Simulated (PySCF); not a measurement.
NH3O.
Geometry (PBE0-D3(BJ)/def2-TZVP, Å), atoms numbered from 1 in this order:
```
atom  x, y, z in Å
N1    -0.0139   -0.0037   -0.0065
O2     1.3096   -0.1849   -0.0843
H3    -0.4958   -0.0994   -0.9165
H4    -0.4847   -0.6762    0.6225
H5    -0.2808    0.9312    0.3458
```

The closed-shell ground state was solved at several levels (PySCF, density fitting, gas phase, non-relativistic). Geometry: PBE0-D3(BJ)/def2-TZVP; no solvent, vibrations or thermal averaging.

```json
{"level": "wB97X-D/aug-cc-pVTZ", "basis functions": "161", "total energy (Eh)": "-131.6952", "HOMO (eV)": "-8.19", "LUMO (eV)": "0.36", "gap (eV)": "8.55", "dipole (D)": "5.31"}
{"level": "PBE0/pcSseg-2", "basis functions": "114", "total energy (Eh)": "-131.5947", "HOMO (eV)": "-6.14", "LUMO (eV)": "-0.38", "gap (eV)": "5.76", "dipole (D)": "5.33"}
{"level": "PBE0/aug-cc-pVTZ", "basis functions": "161", "total energy (Eh)": "-131.5941", "HOMO (eV)": "-6.28", "LUMO (eV)": "-0.89", "gap (eV)": "5.39", "dipole (D)": "5.20"}
```

What might CAM-B3LYP/aug-cc-pVTZ (161 basis functions) give for the same quantities?

Total energy -131.6893 Eh, HOMO -7.79 eV, LUMO -0.44 eV, gap 7.35 eV, dipole 5.35 D.

Over all these levels, which gives the widest orbital gap and which the narrowest?

wB97X-D/aug-cc-pVTZ (range-separated hybrid) has the widest, 8.55 eV, and PBE0/aug-cc-pVTZ (global hybrid, 25 % exact exchange) the narrowest, 5.39 eV. The two share the basis. From the narrowest to the widest the HOMO moves by -1.91 eV and the LUMO by +1.25 eV.

How far do the dipole and the HOMO energy spread over the levels?

The dipole runs from 5.20 to 5.35 D (mean 5.30 D) and the HOMO from -8.19 to -6.14 eV.

wB97X-D is run here without its empirical dispersion term; that term would change no orbital, density or response property at a fixed geometry.
